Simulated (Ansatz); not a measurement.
Isolated molecules relaxed with PBE0-D4/def2-TZVP in Ansatz; ΔE leaves out vibrations. CCSD(T)/CBS adds triple-zeta CCSD(T) − MP2 to the extrapolated MP2 energy (def2 sets, frozen cores). This one scheme is used for every species. DFT in def2-TZVPP. Each species was taken in one conformer, which may not be the lowest.

Reaction (formal exchange of groups at a C–F bond): `FC(F)Cl` + `CF` → `FCC(F)Cl` + H–F

`FC(F)Cl`:

```xyz
5

F    -0.574   -0.804   -0.920
C    -0.079   -0.049    0.063
F     0.773   -0.792    0.773
Cl    0.767    1.338   -0.620
H    -0.887    0.307    0.703
```

`CF`:

Z-matrix (Å, degrees):
```
C
F 1 1.376
H 1 1.092 2 109.1
H 1 1.092 2 109.1 3 -120.0
H 1 1.092 2 109.1 3 120.0
```

`FCC(F)Cl`:

Z-matrix (Å, degrees):
```
C
C 1 1.507
F 1 1.374 2 109.0
H 1 1.093 2 109.7 3 119.4
H 1 1.092 2 109.8 3 -119.4
Cl 2 1.774 1 108.5 3 174.3
F 2 1.355 1 110.3 3 -65.7
H 2 1.091 1 112.4 3 55.5
```

H–F:

Z-matrix (Å, degrees):
```
F
H 1 0.920
```

CCSD(T)/CBS gives -37.1 kJ/mol.

Q: Another level gave -24.6 kJ/mol. Which?
A. r2SCAN-D4/def2-TZVPP
B. MP2/def2-TZVPP
C. ωB97M-V/def2-TZVPP
D. BLYP/def2-TZVPP

A: C. ωB97M-V -24.6, r2SCAN-D4 -20.1, BLYP -10.7, MP2/def2-TZVPP -37.6 kJ/mol.

Largest T1 diagnostic among the species: 0.011.

Leaving LDA and LC-ωPBE aside and taking each functional with its dispersion term where it has one, the values, not all of them listed here, spread over 12.1 kJ/mol, from PBE-QIDH to B97M-V. LDA lies −6.8 kJ/mol from PBE without D4. From PBE to PBE0 (25 % exact exchange), in def2-TZVPP and without D4, ΔE moves by −4.3 kJ/mol.
